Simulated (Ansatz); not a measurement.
The same path of BClH3N + H2 (8 atoms, charge 0, multiplicity 1) was run twice with different band settings. Lost on the way: B1–Cl2, H7–H8. Made: B1–H7, Cl2–H8.

Level of theory: Ansatz 0.2.0, RKS B3LYP-D4/def2-SVP.

Relaxed end points:

```xyz
8
Properties=species:S:1:pos:R:3
B 0.095 -0.477 -0.293
Cl 0.039 -0.558 1.488
N 1.319 -0.484 -0.945
H 2.211 -0.531 -0.463
H 1.389 -0.435 -1.955
H -0.938 -0.416 -0.906
H -0.028 3.165 1.822
H -0.046 2.405 1.849
```

```xyz
8
Properties=species:S:1:pos:R:3
B 0.057 0.478 -0.491
Cl 0.120 0.368 2.958
N 1.257 -0.066 -0.923
H 1.318 -0.964 -1.388
H 2.156 0.382 -0.787
H -0.978 -0.111 -0.674
H 0.071 1.559 0.058
H 0.039 1.025 1.844
```

Common settings: movable images 7; climbing image yes; spring 5.0 eV/Å²; optimiser quadratic models (default); start path through a guess of the saddle point; iteration limit 60; end points relaxed.

| run | force threshold |
| --- | --- |
| 1 | 0.05 eV/Å |
| 2 | 0.5 eV/Å |

**Question.** What does each run give, and how far can it be trusted?

**Answer.** Run 1: converged after 45 iterations, highest image 1.824 eV above the first end. The profile has 2 maxima (images 2, 5) with wells between them (image 4): this band takes more than one step, which may be the mechanism or a detour left from its start path. Neighbouring images differ by up to 1.6 eV, so the band resolves the path poorly. A vibrational analysis at the climbing image gives one clearly imaginary mode, 798i cm⁻¹: a first-order saddle point.
Run 2: converged after 9 iterations, highest image 2.183 eV above the first end. The threshold of 0.5 eV/Å is loose, so the images may lie well off the minimum-energy path. The order of the stationary point at the top wasn't checked.
The orbitals stay closed-shell, which can raise the energy where a bond breaks towards radicals; this wasn't checked here.
